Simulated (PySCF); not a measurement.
Geometry:
| atom | x (Å) | y (Å) | z (Å) |
| --- | --- | --- | --- |
| C1 | 1.272 | 0.810 | 0.842 |
| C2 | 0.854 | -0.586 | 0.431 |
| S3 | -0.257 | -0.633 | -0.960 |
| C4 | -1.735 | 0.154 | -0.381 |
| O5 | 0.296 | 0.186 | -2.005 |
| O6 | -0.569 | -2.014 | -1.215 |
| H7 | 2.051 | 0.754 | 1.604 |
| H8 | 0.440 | 1.376 | 1.264 |
| H9 | 1.666 | 1.359 | -0.013 |
| H10 | 0.374 | -1.150 | 1.233 |
| H11 | 1.702 | -1.176 | 0.071 |
| H12 | -2.433 | 0.106 | -1.217 |
| H13 | -1.529 | 1.193 | -0.129 |
| H14 | -2.133 | -0.397 | 0.470 |

Geometry: PBE0-D3(BJ)/def2-TZVP; GIAO shifts from PySCF 2.14.0 with density-fitted response routines, gas phase, non-relativistic, averaged over equivalent atoms.

At B97-2/pcSseg-2 (335 basis functions, 50 s wall time on 1 thread of an Arm Neoverse V2, shared host):
| atoms | δ (ppm) |
| --- | --- |
| C2 | 52.6 |
| C4 | 38.2 |
| C1 | 11.3 |
| S3 | 332.1 |
| O5/O6 | 198.1 |
| H10/H11 | 2.62 |
| H12/H13/H14 | 2.38 |
| H7/H8/H9 | 1.28 |

Scale: 13C (σref 185.38), 1H (σref 31.64) against TMS; CS2 for 33S (σref 517.10); 17O (σref 327.66) against H2O (reference shieldings calculated alike).

Predict the values at wB97X-D/pcSseg-2 on the same geometry.

Results:


```
      atoms  δ at wB97X-D/pcSseg-2  change
         C2                   53.7    +1.1
         C4                   39.8    +1.6
         C1                   11.0    -0.3
         S3                  336.0    +3.9
      O5/O6                  199.5    +1.4
    H10/H11                   2.57   -0.05
H12/H13/H14                   2.37   -0.01
   H7/H8/H9                   1.27   -0.01
```

Referencing at the same level of theory: TMS for 13C (186.29 ppm), 1H (31.63 ppm); CS2 for 33S (510.68 ppm); 17O (328.24 ppm) against H2O.

The largest change is at S3 (sulfone sulfur). Cost: 335 basis functions, 55 s wall time on 1 thread of an Arm Neoverse V2, shared host. The order of the carbon signals is the same at both levels.

Experimental scales use liquid or dissolved standards, which lie at an offset from isolated H2O (liquid H2O: subtract about 36 ppm).
